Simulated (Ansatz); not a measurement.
Results of r²SCAN+SOC (plane waves, PAW; Ansatz, a program for electronic structure) for hcp Tl.

Numerical settings: plane-wave cutoff 560 eV, 18×18×10 k mesh (along the axes of the cell as run), Fermi–Dirac smearing 0.05 eV, PAW data made under PBE.

Cell (relaxed at this level):

```
CELL_PARAMETERS angstrom
      1.75604    -3.04155     0.00000
      1.75604     3.04155     0.00000
      0.00000     0.00000     5.55330
ATOMIC_POSITIONS crystal
  Tl 0.33333 0.66667 0.25000
  Tl 0.66667 0.33333 0.75000
```

Q: Give the computed bulk modulus and pressure derivative B′ of the bulk modulus.

A: 
* **bulk modulus**: 32.6 GPa
* **pressure derivative B′ of the bulk modulus**: 5.4

The run finds no gap.

Measured, for comparison: bulk modulus 37.4 GPa (copied from a table, unchecked, extrapolated to 0 K and zero-point effects removed; as tabulated in Lejaeghere et al. (2013), arXiv:1204.2733). Computed (rounded) less measured: bulk modulus not scored (unchecked).

Note: the bulk modulus comes from volumes at which shape and atoms were relaxed.

Computed values are for the static lattice.

It cost roughly 70 core-minutes of CPU time.
